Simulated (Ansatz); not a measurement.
Worked example: CH₂⁺, doublet against CH2, triplet

Geometry (PBE0/def2-TZVP stationary point of a triplet), kept for both states (CH2, triplet: B1; CH2⁺, doublet: A1):

```
atom   x (Å)    y (Å)    z (Å)
   C  0.0000  -0.0596   0.0000
   H  0.0000   0.3549  -0.9962
   H  0.0000   0.3549   0.9962
```

Basis cc-pVDZ; Ansatz 0.2.0. Only valence electrons are correlated (noble-gas cores frozen). Prefix R: restricted or restricted open-shell reference; prefix U: unrestricted.

Full CI is exact within this basis and frozen core; it isn't the basis-set limit. The frozen core follows each run's orbitals, which can shift R against U totals by a few meV.

```tsv
level	E(CH2, triplet) (hartree)	E(CH2⁺, doublet) (hartree)
UHF	-38.926671	-38.570957
UMP2	-39.019501	-38.645628
UCCSD(T)	-39.041386	-38.667662
PBE	-39.089471	-38.703727
wB97M-V	-39.121345	-38.745103
full CI	-39.041801	-38.668034
```

Problem. Give the vertical gap, CH2⁺ doublet less CH2 triplet, at each level in eV (1 hartree = 27.2114 eV), and each error against full CI.

Solution. full CI: (-38.668034 − (-39.041801)) × 27.2114 = 10.171 eV (the reference)
wB97M-V: (-38.745103 − (-39.121345)) × 27.2114 = 10.238 eV, error 0.067 eV
PBE: (-38.703727 − (-39.089471)) × 27.2114 = 10.497 eV, error 0.326 eV
UCCSD(T): (-38.667662 − (-39.041386)) × 27.2114 = 10.170 eV, error -0.001 eV
UMP2: (-38.645628 − (-39.019501)) × 27.2114 = 10.174 eV, error 0.003 eV
UHF: (-38.570957 − (-38.926671)) × 27.2114 = 9.679 eV, error -0.492 eV

Total energies of functionals can't be set beside those of wave-function methods, since they hold the core's correlation and their own absolute errors; only the differences compare.

In so small a basis the reference is far from its limit while semilocal and hybrid functionals are nearer theirs, so the functionals' errors here hold much of the reference's basis and frozen-core error, which can add to them or hide them.

Each level lands on the state that its own search finds. T1 diagnostics of restricted CCSD: 0.020 and 0.013.
